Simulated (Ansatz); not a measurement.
# SiCl (SMILES [Si]Cl) at RPA@PBE0/aug-cc-pVTZ

Aim: the vertical doublet–quartet gap of SiCl at RPA@PBE0/aug-cc-pVTZ, from 2 runs. 

Program for the calculation: Ansatz 0.2.0.

40 further runs of the same task are left out: 40 set aside as unsound or not needed.

## 1. The structure to begin with

SiCl has 2 atoms, charge 0, and is taken as a doublet. SMILES: `[Si]Cl`. Geometry: relaxed at PBE0-D4/def2-TZVP.

Bond lengths: Si1–Cl2 2.067 Å.

## 2. A single-point energy at RPA@PBE0/aug-cc-pVTZ

in.yaml

```yaml
crystal:
  periodic: [false, false, false]
  atoms:
    - {symbol: Si, position_ang: [0.881810, -0.293660, 0.452120]}
    - {symbol: Cl, position_ang: [-0.881810, 0.293660, -0.452120]}
basis:
  gaussian: {orbitals: aug-cc-pVTZ}
correlation: {method: rpa, frozen_orbitals: {Cl: 5, Si: 5}}
hamiltonian: {xc: pbe0}
magnetization: {spin_polarized: true, initial_magnetization: 1}
accuracy: high
```

The run is started by

```console
$ ansatz run in.yaml --threads 1 --pin off --max-ram 3480MiB --events-out events.jsonl --progress --plain --runs-dir runs
```

Log:

```text
Warning: RAYON_NUM_THREADS=1 ignored (pool sized by the plan → 1); use --threads N
Functional definition: PBE0
  name "PBE0"
  parameter a = 0.25
  parameter kappa = 0.804
  parameter beta = 0.06672455060314922
  exchange = (1 - a)*pbe_x(kappa = kappa, mu = beta*pi^2/3) + a*exact_x
  correlation = pbe_c(beta = beta)
1299 factors; integrals over basis functions are off by at most 3.8e-9 eV
mean field evaluation 1: about -20392.3729 eV, gradient 7.8e0 eV
mean field evaluation 2: about -20392.4379 eV, gradient 7.7e0 eV
mean field evaluation 4: about -20392.7990 eV, gradient 1.3e0 eV
mean field evaluation 8: about -20392.8122 eV, gradient 3.1e-2 eV
mean field evaluation 16: about -20392.8122 eV, gradient 1.8e-5 eV
mean field -20392.81223507 eV, -749.4220268944 hartree, gradient 2.9e-8 eV, S^2 0.757631; 0 other end points of the search recorded, 0 dependent functions left out
10 core orbitals not correlated: weight in the atoms' cores, before any rotation towards them, 1.000 or more for the frozen orbitals, at most 0.000 for the correlated occupied ones
reference -20366.15960019 eV, -748.4425606282 hartree; 6, 5 occupied and 84, 85 virtual orbitals, 1299 factors
Total energy: -20377.76622098 eV, -748.8690960749 hartree
```

It took 6 s on 1 thread of Intel Xeon 6975P-C (Granite Rapids), shared host; peak memory 0.3 GiB.

## 3. The quartet at the same level

input.yaml

```yaml
crystal:
  periodic: [false, false, false]
  atoms:
    - {symbol: Si, position_ang: [0.881810, -0.293660, 0.452120]}
    - {symbol: Cl, position_ang: [-0.881810, 0.293660, -0.452120]}
basis:
  gaussian:
    orbitals: aug-cc-pVTZ
magnetization:
  spin_polarized: true
  initial_magnetization: 3
hamiltonian:
  xc: pbe0
correlation:
  method: rpa
  frozen_orbitals: {Cl: 5, Si: 5}
accuracy: high
```

The run is started by

```console
$ ansatz run input.yaml --threads 1 --pin off --max-ram 3480MiB --events-out events.jsonl --progress --plain --runs-dir runs
```

Log, cut to the lines that bear on the results:

```text
Warning: RAYON_NUM_THREADS=1 ignored (pool sized by the plan → 1); use --threads N
[... 2 set-up lines as earlier in the session ...]
[...]
1299 factors; integrals over basis functions are off by at most 3.8e-9 eV
[...]
mean field -20389.87118860 eV, -749.3139454301 hartree, gradient 1.9e-8 eV, S^2 3.752251; 0 other end points of the search recorded, 0 dependent functions left out
10 core orbitals not correlated: weight in the atoms' cores, before any rotation towards them, 1.000 or more for the frozen orbitals, at most 0.000 for the correlated occupied ones
reference -20363.99527368 eV, -748.3630230961 hartree; 7, 4 occupied and 83, 86 virtual orbitals, 1299 factors
Total energy: -20374.81214953 eV, -748.7605359517 hartree
```

Wall time 6 s (1 thread of Intel Xeon 6975P-C (Granite Rapids), shared host); peak memory 0.3 GiB.

## 4. What came out

Level: RPA@PBE0/aug-cc-pVTZ, 10 core orbitals frozen.

```
                                        quantity          value
                           doublet: total energy  -748.86910 Eh
       doublet: RPA correlation energy (valence)     -426.5 mEh
      doublet: ⟨S²⟩ of the reference determinant          0.758
                           quartet: total energy  -748.76054 Eh
       quartet: RPA correlation energy (valence)     -397.5 mEh
      quartet: ⟨S²⟩ of the reference determinant          3.752
vertical energy of the quartet above the doublet       2.954 eV
```

At this shape the quartet lies 2.95 eV (285 kJ/mol) above the doublet.
